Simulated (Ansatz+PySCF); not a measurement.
Results of a calculation; reference values are marked as such.
A run of PySCF 2.14.0 on singlet H2O at this shape:

```yaml
atoms:
  - { symbol: O, position_ang: [0.0000, 0.0000, -0.3590] }
  - { symbol: H, position_ang: [0.0000, 2.2625, 1.4360] }
  - { symbol: H, position_ang: [0.0000, -2.2625, 1.4360] }
```

Its results:

* Converged: yes
* Reference energy: -75.40917 hartree
* CCSD correlation energy: -0.38944 hartree
* Triples correction: -0.00891 hartree
* Total energy: -75.80752 hartree

Which input gives this output? Name the method, the orbitals and the basis set, and write the input.

RHF-CCSD(T) in 6-31G*. An unrestricted run that stays on the closed shell gives the same numbers.

```python
from pyscf import gto, scf, cc

mol = gto.M(atom="""
O 0.000000 0.000000 -0.358990
H 0.000000 2.262520 1.435950
H 0.000000 -2.262520 1.435950
""", basis='6-31g*', charge=0, spin=0)
mf = scf.RHF(mol)
mf.kernel()
mycc = cc.CCSD(mf, frozen=1).run()
et = mycc.ccsd_t()
print(mf.e_tot, mycc.e_corr, et, mycc.e_tot + et)
```

This is not the lowest solution: another run reaches a determinant 0.34 eV lower. Caution: large amplitudes, a single reference is doubtful; an unrestricted determinant lies well below.
